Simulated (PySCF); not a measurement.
Rows and methods have been separated. Pair them.

Species: 1,1,1-trichloro-2-fluoroethane, C₂H₂Cl₃F.
Structure used (PBE0-D3(BJ)/def2-SVP), in Å, numbered top down from 1:
```
atom  x, y, z in Å
F1     0.630   -1.218    1.178
C2     0.418    0.037    0.714
C3    -0.346    0.002   -0.605
Cl4   -1.920   -0.777   -0.374
Cl5    0.585   -0.882   -1.826
Cl6   -0.572    1.690   -1.117
H7     1.381    0.543    0.537
H8    -0.179    0.614    1.438
```

The closed-shell ground state was solved 7 times with PySCF (density fitting, gas phase), always in the def2-SVPD basis (160 functions), with these functionals: B3LYP, CAM-B3LYP, HF, LC-wPBE, PBE, PBE0 and wB97X-D.

```
row  total energy (Eh)  HOMO (eV)  LUMO (eV)  dipole (D)
  P         -1557.2758     -10.41       0.09        1.60
  Q         -1556.6675      -9.04      -1.05        1.57
  R         -1556.5524      -7.60      -2.10        1.48
  S         -1554.2605     -12.42       2.20        1.75
  T         -1557.2414     -10.92       0.75        1.61
  U         -1556.8218     -11.88       1.30        1.62
  V         -1557.3411      -8.75      -1.31        1.56
```

Q: Which functional belongs to which row?

A: P = CAM-B3LYP, Q = PBE0, R = PBE, S = HF, T = wB97X-D, U = LC-wPBE, V = B3LYP. By rising HOMO–LUMO gap: PBE (GGA) 5.50 eV; B3LYP (global hybrid, 20 % exact exchange) 7.44 eV; PBE0 (global hybrid, 25 % exact exchange) 7.99 eV; CAM-B3LYP (range-separated hybrid) 10.50 eV; wB97X-D (range-separated hybrid) 11.67 eV; LC-wPBE (range-separated hybrid) 13.18 eV; HF (all exact exchange) 14.62 eV. Total energies of different functionals aren't bounds to one another; each is stationary for its own functional.

Note: wB97X-D ran without an empirical dispersion term, which enters the total energy and its gradient alone.
